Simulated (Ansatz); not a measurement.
System: bcc Pd (model structure). Method: PBE0 (PAW; Ansatz, a first-principles code).

The input as run:

Ansatz 0.2 input:
```yaml
crystal:
  lattice:
    - [-1.5554680547, 1.5554680547, 1.5554680547]
    - [1.5554680547, -1.5554680547, 1.5554680547]
    - [1.5554680547, 1.5554680547, -1.5554680547]
  atoms:
    - { symbol: Pd, position: [0.0, 0.0, 0.0] }
kpoints:
  mp_grid: { grid: [12, 12, 12] }
hamiltonian:
  xc: pbe0
  pseudopotentials: { kind: paw }
  dispersion: none
scf:
  occupations: { method: fermi_dirac, width: 0.1 }
output:
  forces: true
  stress: true
  eigenvalues: true
basis:
  ecutwfc: 500
  ecutrho_ratio: 4
  xc_grid: 2
magnetization:
  spin_polarized: false
```

**Question.** How many irreducible k-points, plane waves at Γ does the program set up, and what pressure does the run end with?

**Answer.** 72 irreducible k-points, 381 plane waves at Γ; P = -0.76 GPa, so the cell is stretched and would shrink at this level.

Excerpt of the program's output:

```
WARN output.stress: scf.convergence.dr2_threshold = 1e-7 eV (the SCF's general default) is looser than the 1e-10 eV advised for a printed stress (1e-10 eV for …
WARN output.stress: scf.exx.energy_threshold = 1e-6 eV is looser than the 1e-8 eV advised for a stress under a hybrid functional (1e-8 eV for each atom of the …
Crystal: 1 atoms, lattice volume = 15.054 Å³
Basis set: ecut = 500 eV, 381 PW (Γ), exchange–correlation on 40×40×40 points (8 copies of the dense FFT grid, shifted against one another)
Bands: 13, of which v1, the nominal top of the filled ones, is band 9 counted from 1 (8 counted from 0)
Symmetry: 48 space group operations
Space group: Im-3m (ITA 229), of the structure as read, at distance tolerance 2.5e-5 Å
k-points: 72 of 1728
Functional: x = pbe(κ = 0.804, μ = 0.2195149727645171), c = pbe(β = 0.06672455060314922), warm-up for x = 0.75 pbe(κ = 0.804, μ = 0.2195149727645171) + 0.25 exact, c = pbe(β = 0.06672455060314922)
SCF iter   1: F=—  HF=-6972.824964 eV  |F-HF|=—  |Δ(HF+E_count)|=         —  Δρ=5.51e-3  dr2=9.96e-4
SCF iter   2: F=—  HF=-6972.825061 eV  |F-HF|=—  |Δ(HF+E_count)|=   9.66e-5  Δρ=2.59e-3  dr2=1.77e-4
  ...
SCF 1 converged in 6 iterations: F = -6972.825095 eV  dr2 = 7.67e-11
Crystal: 1 atoms, lattice volume = 15.054 Å³
Initial density: handed on by an earlier stage of this run
Functional: x = 0.75 pbe(κ = 0.804, μ = 0.2195149727645171) + 0.25 exact, c = pbe(β = 0.06672455060314922)
Crystal: 1 atoms, lattice volume = 15.054 Å³
SCF 3 converged in 8 iterations: F = -6974.588988 eV  dr2 = 6.99e-9
Crystal: 1 atoms, lattice volume = 15.054 Å³
SCF iter   5: F=—  HF=-6974.588987 eV  |F-HF|=—  |Δ(HF+E_count)|=   1.82e-8  Δρ=3.48e-6  dr2=3.13e-9
SCF iter   6: F=-6974.588987 eV  HF=-6974.588987 eV  |F-HF|=9.19e-11  |Δ(HF+E_count)|=   6.27e-9  Δρ=1.07e-6  dr2=2.65e-10
SCF 4 converged in 6 iterations: F = -6974.588987 eV  dr2 = 2.65e-10
Free energy (F): -6974.588987 eV
Internal energy: -6974.574055 eV  (E = F + TS)
E sigma→0 (E₀):  -6974.581521 eV
Fermi energy:    18.574924 eV
--- Forces (eV/Å), atoms counted from 1 ---
  atom   1  Pd     0.00000000    -0.00000000     0.00000000
--- Stress (GPa, compression-positive) ---
       -0.756424       0.000000       0.000000
        0.000000      -0.756424      -0.000000
        0.000000       0.000000      -0.756424
  P = ⅓ Tr σ = -0.7564 GPa (-7.564 kbar)
```

The PAW data were made under PBE.

Note: hybrids on metals are sensitive to the k mesh and can open a false gap. Note: the cell keeps the symmetry of its start, so it can be a saddle point. Note: cell and atoms aren't relaxed at this level (pressure -0.8 GPa).

The result took very roughly 2.4 core-minutes.

A model structure was made by putting elements into a prototype or built by hand; it is no filed structure, need not be a known phase, and can be a saddle point held by its symmetry.
